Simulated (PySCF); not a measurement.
How the method moves the HOMO and LUMO of `[SiH3][SiH2]S`

H6SSi2.
Atom-mapped SMILES: `[SiH3:1][SiH2:2][SH:3]` (hydrogens: H4, H5, H6 on Si1; H7, H8 on Si2; H9 on S3)

Geometry (PBE0-D3(BJ)/def2-SVP, Å), atoms numbered from 1 in this order:
```
atom  x, y, z in Å
Si1   -1.287    0.492    0.114
Si2    0.600   -0.871   -0.153
S3     2.283    0.072    0.812
H4    -2.478   -0.061   -0.603
H5    -0.974    1.846   -0.441
H6    -1.601    0.626    1.568
H7     0.443   -2.173    0.559
H8     0.864   -1.147   -1.600
H9     2.177    1.229    0.121
```

Basis pcSseg-2 throughout (PySCF), one geometry. Geometry: PBE0-D3(BJ)/def2-SVP, one conformer, isolated molecule.

Q: How do the orbital energies, the gap and the dipole change with the method?

A: 
```tsv
method	kind	HOMO (eV)	LUMO (eV)	gap (eV)	μ (D)	SCF cycles
BLYP	GGA	-6.03	-1.14	4.90	1.07	12
B97-D	GGA	-6.16	-1.16	5.00	1.11	13
PBE	GGA	-6.19	-1.30	4.89	1.10	12
OPBE	GGA	-6.21	-1.19	5.01	1.13	13
KT2	GGA	-6.25	-1.36	4.88	1.10	13
KT3	GGA	-6.27	-1.29	4.98	1.09	13
LDA	LDA	-6.28	-1.49	4.79	1.17	12
BP86	GGA	-6.29	-1.35	4.94	1.11	12
B97-2	global hybrid	-7.12	-0.47	6.65	1.19	12
B3LYP	global hybrid	-7.12	-0.65	6.47	1.16	11
PBE0	global hybrid	-7.35	-0.47	6.88	1.21	11
mPW1PW91	global hybrid	-7.37	-0.47	6.90	1.20	12
BHandHLYP	global hybrid	-8.38	0.41	8.79	1.27	11
CAM-B3LYP	range-separated hybrid	-8.62	0.54	9.17	1.26	11
wB97X-D	range-separated hybrid	-9.17	1.24	10.41	1.28	12
LC-wPBE	range-separated hybrid	-9.98	1.63	11.61	1.35	12
HF	Hartree–Fock	-10.02	2.52	12.53	1.39	9
```

The HOMO spans 3.98 eV, from BLYP down to HF, and the gap runs from 4.79 eV (LDA) to 12.53 eV (HF). Over the methods BLYP (0 %), B97-D (0 %), PBE (0 %), OPBE (0 %), KT2 (0 %), KT3 (0 %), LDA (0 %), BP86 (0 %), B97-2 (21 %), B3LYP (20 %), PBE0 (25 %), mPW1PW91 (25 %), BHandHLYP (50 %), HF (100 %), a straight line through the gap against the share of exact exchange rises by 0.76 eV for each 10 % (correlation coefficient 1.000). The dipole ranges from 1.07 D (BLYP) to 1.39 D (HF). This basis has no diffuse functions.
